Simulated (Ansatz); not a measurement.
Anatase TiO2 (metastable phase) was calculated with r²SCAN+rVV10 (Ansatz, a program for electronic structure, PAW).

Settings: plane-wave cutoff 560 eV, 12×12×12 k mesh, Fermi–Dirac smearing 0.01 eV, no spin polarisation, scalar-relativistic PAW data made under PBE.

A third-order Birch–Murnaghan fit to the energies gives V0 = 11.319 Å³/atom, B0 = 190 GPa, B′ = 2.4.

```json
[
 {"V (Å³/atom)": "10.867", "P (GPa)": "…"},
 {"V (Å³/atom)": "11.093", "P (GPa)": "…"},
 {"V (Å³/atom)": "11.320", "P (GPa)": "0.00"},
 {"V (Å³/atom)": "11.546", "P (GPa)": "-3.68"},
 {"V (Å³/atom)": "11.772", "P (GPa)": "-7.10"}
]
```

Estimate the withheld pressures from this fit; the answers are the runs' own values.


- 10.867, P (GPa): 8.12
- 11.093, P (GPa): 3.93

The formula P = (3/2) B0 (x^(7/3) − x^(5/3)) [1 + (3/4)(B′ − 4)(x^(2/3) − 1)] with x = V0/V meets the computed pressures within 0.02 GPa when these rounded values are put in.

Shape and atoms are relaxed at each volume.

Note: the bulk modulus comes from volumes at which shape and atoms were relaxed.

Computed values are for the static lattice.

Computing time: about 13 core-minutes (a rough figure).
